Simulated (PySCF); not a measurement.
## From computed data to an observable: entropy of an ideal gas

N₂, SMILES N#N.

The structure is a stationary point at PBE0-D3(BJ)/def2-TZVPD.

PBE0-D3(BJ)/def2-TZVPD run with PySCF gives the harmonic wavenumbers 2485 cm⁻¹ and the rotational temperature 2.9181 K. The molar mass is 28.01 g/mol, the symmetry number 2, the spin multiplicity 1.

### Question
Work out the entropy at 298.15 K and 1 atm in the rigid-rotor, harmonic-oscillator model.

### Answer

Translation (Sackur–Tetrode at 1 atm): S = R[1.5 ln M + 2.5 ln T − 1.16487] = 150.3 J/(mol K).
Rotation: q = T/(σ θ) = 51.1, S = R[ln q + 1] = 41.0 J/(mol K).
Vibration: with u = 1.4388 ν/T, each mode gives R[u/(e^u − 1) − ln(1 − e^−u)]; all modes are too stiff to count. Sum 0.0 J/(mol K).
Spin: R ln 1 = 0.0 J/(mol K).
Total 191.3 J/(mol K); the program's own thermochemistry gives 191.3. Translation makes up 79 % and vibration 0 %. Anharmonicity, hindered rotation and orbital degeneracy are left out.
